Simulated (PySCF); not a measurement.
Calculated NMR parameters of O=CO

- Formula: CH2O2
- SMILES: O=CO
- InChI: InChI=1S/CH2O2/c2-1-3/h1H,(H,2,3)
- Point group of the computed structure: Cs
- Degrees of unsaturation: 1
- Carbon signals: 1
- Proton signals: 2

Molfile (atoms numbered from 1):
```
CH2O2
     RDKit          3D

  5  4  0  0  0  0  0  0  0  0999 V2000
   -0.6588    1.1265   -0.5544 O   0  0  0  0  0  0  0  0  0  0  0  0
   -0.4135    0.0254   -0.1671 C   0  0  0  0  0  0  0  0  0  0  0  0
    0.7823   -0.5386   -0.1587 O   0  0  0  0  0  0  0  0  0  0  0  0
   -1.1554   -0.6783    0.2399 H   0  0  0  0  0  0  0  0  0  0  0  0
    1.4540    0.0679   -0.5152 H   0  0  0  0  0  0  0  0  0  0  0  0
  1  2  2  0
  2  3  1  0
  2  4  1  0
  3  5  1  0
M  END
```

[PySCF: GFN2-xTB geometry; shielding tensors at PBE0/pcSseg-1 (GIAO); spin–spin couplings from B3LYP/pcJ-1; relativity neglected; isolated molecule; a single conformation]

Scale: TMS for 1H (31.72 ppm), 13C (186.93 ppm); H2O for 17O (336.08 ppm) (reference shieldings calculated alike).

```tsv
carbon	δC, type	δH (multiplicity, J in Hz)	HMBC from (abs. J ≥ 3 Hz)	span of the C tensor (ppm)
C2	162.9, CH	7.86 (s)	–	166
```

Other nuclei:
| atoms | nucleus | environment | δ (ppm) | σ (ppm) |
| --- | --- | --- | --- | --- |
| H5 | 1H | hydrogen on an acid hydroxyl oxygen | 6.27 | 25.45 |
| O1 | 17O | carbonyl oxygen | 446.1 | -110.0 |
| O3 | 17O | acid hydroxyl oxygen | 209.7 | 126.4 |

Selected couplings (Hz, signed; the shortest-range and largest first, 30 at most; isotopes 13C, 1H): 1J(C2,H4) 227.3.

1. δC 162.9: carboxylic acid carbon; it is a carbonyl in resonance with an O or N lone pair, the region of acids, esters and amides.
2. δH 7.86: hydrogen on a carboxylic acid carbon.
3. δH 6.27: hydrogen on an acid hydroxyl oxygen; exchangeable; this is the value without hydrogen bonding to other molecules.

The OH or NH signal is concentration- and solvent-dependent in practice; the value given is the gas-phase one. Shifts are as computed. Against solution values, carbons near 30 ppm lie about +3 ppm off and those near 130 ppm about +5 ppm. Of 1211 compounds with measured shifts, 218 miss one by over three times the rms of a fit or turn the order of signals round; such compounds aren't used in these exercises. In solution the two oxygens of a carboxylic acid exchange roles by proton transfer and give one 17O line. Hydrogen bonding in solution shields acid and N–H amide carbonyl oxygens by tens of ppm. The C=O carbon of an acid or of an amide with N–H lies up to 10 ppm further downfield in solution, through hydrogen bonding that the calculation lacks. Couplings to exchangeable protons are dropped. Unscaled 17O shifts of doubly bonded oxygen tend to come out too high, by tens of ppm or more. Experimental scales use liquid or dissolved standards, which lie at an offset from isolated H2O (liquid H2O: subtract about 36 ppm).
